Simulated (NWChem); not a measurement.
# Li₂; SMILES [Li][Li]

All runs: NWChem. Structure relaxed at the B3LYP/6-31G* (spherical d) level. Ions are spin-unrestricted doublets at the neutral geometry; other ion states weren't tried.

For level M06-2X/def2-SVP:

| Quantity | Result |
|---|---|
| −ε(HOMO) (eV) | 4.22 |

### Question
What are these values for level B3LYP/def2-SVP?

### Answer
- −ε(HOMO) (eV): 3.60
